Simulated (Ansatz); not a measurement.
# C2H4FNO: the cost of one run

All numbers below are computed with Ansatz 0.2.0 (RKS B3LYP/STO-3G).

## Step 1: The structure to begin with

Bond lengths: N1–C2 1.327 Å, C2–C3 1.331 Å, C3–O4 1.283 Å, C3–F5 1.373 Å, N1–H6 1.084 Å, N1–H7 1.041 Å, C2–H8 1.124 Å, O4–H9 1.014 Å. Angles: N1–C2–C3 127.5°, N1–C2–H8 111.9°, C3–C2–H8 120.6°, C2–N1–H6 111.2°, C2–N1–H7 114.8°, H6–N1–H7 107.0°, C2–C3–O4 124.8°, C2–C3–F5 117.2°, O4–C3–F5 118.0°, C3–O4–H9 109.9°.

Coordinates:

```xyz
9

N    -0.3241    0.0472   -1.4887
C     0.4956   -0.2005   -0.4745
C     0.1985   -0.2108    0.8227
O    -0.9411    0.1121    1.3153
F     1.2080   -0.5356    1.6950
H    -1.2343    0.5273   -1.1481
H     0.0759    0.6500   -2.2366
H     1.5409   -0.4216   -0.8236
H    -0.9310   -0.0144    2.3212
```

## Step 2: Relaxing end A

File input.yaml:

```yaml
crystal:
  periodic: [false, false, false]
  atoms:
    - { symbol: "N", position_ang: [-0.3241, 0.0472, -1.4887] }
    - { symbol: C, position_ang: [0.4956, -0.2005, -0.4745] }
    - { symbol: C, position_ang: [0.1985, -0.2108, 0.8227] }
    - { symbol: O, position_ang: [-0.9411, 0.1121, 1.3153] }
    - { symbol: F, position_ang: [1.208, -0.5356, 1.695] }
    - { symbol: H, position_ang: [-1.2343, 0.5273, -1.1481] }
    - { symbol: H, position_ang: [0.0759, 0.65, -2.2366] }
    - { symbol: H, position_ang: [1.5409, -0.4216, -0.8236] }
    - { symbol: H, position_ang: [-0.931, -0.0144, 2.3212] }
basis:
  gaussian: { orbitals: STO-3G }
hamiltonian:
  xc: b3lyp
relax:
  f_tol: 0.02
  max_steps: 50
```

Launch:

```bash
> ansatz run input.yaml --threads 1 --pin off --max-ram 2048MiB --backend cpu --events-out ev --progress --plain --runs-dir out
```

What time and memory should one allow on 1 thread of Arm Neoverse V1, shared host?

About 18 s, with a peak of 0.14 GiB.
